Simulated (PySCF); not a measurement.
Molecule: SMILES OC1CCC1, C4H8O.

Bonds (- single, = double, # triple, : aromatic): O1-C2 1.393 Å, C2-C3 1.530 Å, C3-C4 1.541 Å, C4-C5 1.541 Å, C5-C2 1.543 Å. O1 carries H6; C2 carries H7; C3 carries H8, H9; C4 carries H10, H11; C5 carries H12, H13. H9, H11, H12 are cis to O1 on the ring; H8, H10, H13 are trans to O1 on the ring.

Geometry PBE0-D3(BJ)/def2-SVP throughout; GIAO in PySCF 2.14.0 with density-fitted response routines, gas phase, one conformer, non-relativistic; equivalent atoms averaged; basis pcSseg-2.

For orientation, WP04 gives these shifts δ (against H2O, TMS at the same level): O1 58.8, C2 74.0, C3/C5 36.8, C4 17.5, H8/H13 2.01, H9/H12 1.85, H11 1.54, H10 1.32, H6 0.82 ppm.

A run gave: O1 75.7, C2 74.2, C3/C5 37.1, C4 13.8, H8/H13 2.24, H9/H12 1.89, H11 1.60, H10 1.43, H6 0.64 ppm (shifts δ (against H2O, TMS at the same level)).

Problem. Which functional was used in that run?
A. CAM-B3LYP
B. KT2
C. OPBE
D. PBE0
E. B97-2

Solution. B. C2 tells them apart best: KT2 gives 74.2, B97-2 gives 71.1, CAM-B3LYP gives 71.9, OPBE gives 71.8, PBE0 gives 71.2 ppm.
